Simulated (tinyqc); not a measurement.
The basis set: RHF and MP2 along a ladder of basis sets, for LiH, spin multiplicity 1. Computed by the program tinyqc with PySCF. 

Geometry (angstrom):
```
atom,x,y,z
Li,0.0000,0.0000,0.0000
H,0.0000,0.0000,1.5730
```

Same geometry throughout; the dipole is taken about the origin.

RHF and frozen-core MP2 in a ladder of bases:
```
basis,functions,E(RHF) (hartree),E(MP2 corr) (hartree),HOMO (eV),LUMO (eV),dipole (debye)
sto-3g,6,-7.862626,-0.012469,-7.8248,2.1347,4.8522
3-21g,11,-7.929261,-0.012432,-8.1670,0.1037,5.8463
6-31g,11,-7.978956,-0.012293,-8.2158,0.2683,5.8838
6-31g**,19,-7.980874,-0.020334,-8.1992,0.2721,5.8411
cc-pvdz,19,-7.983422,-0.022467,-8.2095,0.0563,5.8911
cc-pvtz,44,-7.986499,-0.027247,-8.2319,0.0099,5.9237
```

From cc-pVDZ to cc-pVTZ the RHF energy falls by 3.1 mhartree and the correlation energy by 4.8. If valence correlation converges as X^-3, (27 E(T) - 8 E(D))/19 gives -0.0293 hartree, a rough estimate from such small X that usually falls short; STO-3G holds about 43 % of it. Beyond STO-3G the LUMO moves by 0.3 eV and the HOMO by 0.1 eV.
